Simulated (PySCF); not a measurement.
NO2, SMILES [O]N=O, multiplicity 2. Atoms are numbered in the order given.

```xyz
3

O      0.0000     1.1015     0.1413
N      0.0000     0.0000    -0.3229
O      0.0000    -1.1015     0.1413
```
Charge 0, spin multiplicity 2.

Geometry: TPSSh-D3(BJ)/def2-TZVP.

Level of theory: TDA-CAM-B3LYP/def2-TZVPD (PySCF).

Vertical excitations. 

Computed lowest excited states:
| state | energy (eV) | λ (nm) | f | main pairs |
|---|---|---|---|---|
| root 1 | 3.00 | 413 | 0.000 | α HOMO→LUMO 99 % |
| root 2 | 3.36 | 369 | 0.010 | α HOMO−1→LUMO 9 %, β HOMO→LUMO 88 % |
| root 3 | 3.74 | 331 | 0.000 | β HOMO−1→LUMO 97 % |
| root 4 | 4.77 | 260 | 0.001 | α HOMO−1→LUMO 47 %, β HOMO−1→LUMO+1 51 % |
| root 5 | 4.86 | 255 | 0.000 | α HOMO−2→LUMO 8 %, β HOMO→LUMO+1 91 % |
| root 6 | 5.82 | 213 | 0.000 | α HOMO−2→LUMO 90 %, β HOMO→LUMO+1 8 % |
| root 7 | 7.99 | 155 | 0.002 | α HOMO→LUMO+1 62 %, α HOMO→LUMO+3 16 %, β HOMO−2→LUMO 16 % |
| root 8 | 8.25 | 150 | 0.101 | α HOMO−1→LUMO 19 %, β HOMO−3→LUMO 42 %, β HOMO−1→LUMO+1 23 % |
| root 9 | 8.55 | 145 | 0.038 | α HOMO→LUMO+1 21 %, α HOMO−3→LUMO 12 %, β HOMO−2→LUMO 64 % |
| root 10 | 8.74 | 142 | 0.012 | β HOMO−4→LUMO 90 % |
Unrestricted roots are not spin-pure.
